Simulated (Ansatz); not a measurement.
Computed with Ansatz on PBE0-D4/def2-TZVP structures; ΔE is electronic, products minus reactants. CBS: MP2 limit from def2 TZ/QZ plus the TZ coupled-cluster correction, frozen cores. Functionals use def2-TZVPP. Each species was taken in one conformer, which may not be the lowest.

Reaction (isomerisation): `C1NCS1` → `C=NCS`

```tsv
level	ΔE (kJ/mol)	difference from CCSD(T)/CBS
ωB97M-V	-17.6	4.5
revPBE	-24.9	-2.8
r2SCAN	-23.6	-1.5
CAM-B3LYP	-26.8	-4.7
MP2/def2-SVP	-32.8	-10.7
CCSD/def2-SVP	-37.0	-14.9
CCSD(T)/def2-SVP	-39.4	-17.3
HF/def2-TZVPP	-36.7	-14.6
CCSD/def2-TZVPP	-25.1	-3.0
MP2/CBS(def2)	-15.0	7.1
CCSD(T)/CBS	-22.1	0
```

Largest T1 diagnostic among the species: 0.012.

At CCSD(T), def2-SVP lies −17.3 kJ/mol from the extrapolated value and def2-TZVPP −3.9 kJ/mol. Leaving LDA and LC-ωPBE aside and taking each functional with its dispersion term where it has one, the values, not all of them listed here, spread over 35.7 kJ/mol, from BLYP-D4 to PBE-QIDH. LDA lies +18.1 kJ/mol from PBE without D4. From PBE to PBE0 (25 % exact exchange), in def2-TZVPP and without D4, ΔE moves by +9.8 kJ/mol.
